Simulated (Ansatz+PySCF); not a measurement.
Results of a calculation; reference values are marked as such.
## Several solutions for doublet O2(-)

```xyz
2

O     0.0000    0.0000   -0.5941
O     0.0000    0.0000    0.5941
```

Basis set: aug-cc-pVDZ (spherical functions). Charge -1, multiplicity 2.

CASSCF(3,3) was run from several starts with Ansatz (development build ahead of 0.2.0) and PySCF 2.14.0. The starts are those of the Hartree–Fock orbitals from which the active space was taken at the frontier.

```csv
run,program,start,converged,energy (hartree),<S²>
A,PySCF,program defaults,yes,-149.59297,0.75
B,Ansatz,"atomic start, no search",yes,-149.60481,0.75
C,Ansatz,stability test followed,yes,-149.60481,0.75
D,Ansatz,search for the lowest state,yes,-149.61409,0.75
```

**Question.** Which runs reached the lowest solution of this kind, and what is wrong with the others?

**Answer.** D reached the lowest solution found. Converged but too high: A by 0.57 eV, B by 0.25 eV, C by 0.25 eV. Convergence only shows a stationary point; in CASSCF the end hangs on which orbitals enter the active space. Caution: other starts end on other solutions of this active space.
